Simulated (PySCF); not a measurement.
Dipole moment and polarisability of thiophene

Compound: thiophene, C4H4S.
Numbering: `[cH:1]1[cH:2][cH:3][s:4][cH:5]1` (hydrogens: H6 on C1; H7 on C2; H8 on C3; H9 on C5)

Cartesian coordinates in Å at the GFN2-xTB level; atoms count from 1:
```xyz
9
C4H4S angstrom
C     -0.7452   -0.6546   -0.0129
C      0.6669   -0.7366   -0.0137
C      1.2574    0.4839    0.0046
S      0.1036    1.7586    0.0227
C     -1.1899    0.6262    0.0062
H     -1.3933   -1.5125   -0.0252
H      1.2119   -1.6635   -0.0273
H      2.3025    0.7216    0.0091
H     -2.2004    0.9828    0.0113
```

Level: CAM-B3LYP/def2-SVPD (PySCF), static field, nuclei fixed, core orbitals frozen in the response. The polarisability tensor in these axes (au):

```
x   66.98  0.42  0.01
y    0.42 74.18  0.48
z    0.01  0.48 41.83
```

Problem. What are the eigenvalues, a third of the trace, and Δα (Δα² = ½Σ(αi − αj)² over the three pairs)?

Solution. Principal values 41.82, 66.95 and 74.22 au; mean 61.00 au = 9.04 Å³ = 10.06 × 10⁻⁴⁰ C²·m²/J; Δα = 29.44 au (48 % of the mean).

Problem. What is the dipole moment, and where does it point?

Solution. (-0.03, -0.56, -0.01) D, 0.56 D in size, pointing from the negative to the positive side. Measured along this direction, the outermost atoms are S4 at the negative end and H7 and H6 at the positive end.

Problem. Give the eigenvalues of the traceless quadrupole moment Θ = ½Σq(3rr − r²1), origin at the centre of nuclear charge.

Solution. -6.86, 1.12, 5.74 D·Å. The values depend on the origin, since the dipole doesn't vanish. The electronic extent ⟨r²⟩ about the same centre is 398 bohr², a root-mean-square distance of 1.59 Å for the 44 electrons.

Problem. Along which axes do the principal values lie, and how far do the nuclei extend along each?

Solution. Largest value along (0.06, 1.00, 0.01), where the nuclei span 3.35 Å; middle along (1.00, -0.06, 0.00), 4.51 Å; least along (0.00, -0.01, 1.00), 0.00 Å. The strongest response doesn't lie along the longest of the three spans.

Problem. Form Σ f/ω² (atomic units) for the 8 lowest TDDFT singlets, given as eV and f, and set it beside the mean polarisability, which is this sum over all singlets: 5.91, 0.0802; 5.99, 0.1005; 6.38, 0.0059; 6.39, 0.0000; 6.86, 0.0000; 7.14, 0.0047; 7.45, 0.0000; 7.64, 0.0605.

Solution. They add up to 4.72 au, 7.7 % of the 61.00 au; the largest single term is 2.07 au, from the state at 5.99 eV. Terms in order: 1.70, 2.07, 0.11, 0.00, 0.00, 0.07, 0.00, 0.77 au. Higher excitations give the rest. The strengths listed sum to 0.252.

Geometry: GFN2-xTB; no solvent, vibrations or thermal averaging.

The run behind these numbers computed excited states as well. Hardware: Arm Neoverse V2, one thread, on a shared host. Cost: 10 s wall.
